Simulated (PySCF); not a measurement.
Stick spectrum of a doublet radical in fast tumbling, microwave frequency 9.454 GHz, simulated to first order from computed parameters.

Lines, field (mT) (relative intensity): 336.50 (1), 336.76 (1), 337.15 (2), 337.41 (2), 337.81 (1), 338.06 (1)

Task: What is g?

Result: The pattern is symmetric about 337.28 mT, so g = hν/(μB·B0) = 9454/(13.99624 × 337.28) = 2.0027, a shift of +0.4 × 10⁻³ from the free-electron value.

Task: Take the pattern apart into splittings.

Result: The first two lines at either end are about 0.25 mT apart, which is the smallest coupling, and their intensity ratio 1:1 counts the nuclei that share it. In full: a 1:2:1 triplet of 0.65 mT (18 MHz), from 2 nuclei of spin 1/2; a 1:1 doublet of 0.25 mT (7 MHz), from 1 nucleus of spin 1/2. Check: Σ 2nI·a is the distance from the first to the last line, 1.55 mT.

Task: The radical has the formula C3H3. Propose a structure, and say which nuclei carry the couplings.

Result: The pattern alone needn't single out one isomer; the structure behind this simulation is `[C]1=CC1` [radical], numbered [C:1]1=[CH:2][CH2:3]1 (hydrogens: H4 on C2; H5, H6 on C3). 0.65 mT: 1H at H5/H6 (2 bonds from C1, on C3 of spin population +0.31; computed sign −); 0.25 mT: 1H at H4 (2 bonds from C1; computed sign +). The largest Mulliken spin populations are on C1 (+0.69) and C3 (+0.31).

Theory: UKS B3LYP, pcH-1 on C H, non-relativistic, mean-field spin-orbit, GIAO (PySCF 2.14.0). Isolated species at its GFN2-xTB geometry, gas phase. Couplings are sensitive to structure, and on GFN2-xTB geometries they can be far from those on DFT ones.

Rare isotopes and splittings under 0.04 mT were left out of the simulation.

Time: 10 s. Hardware: Arm Neoverse V1, one thread, no GPU, shared host.
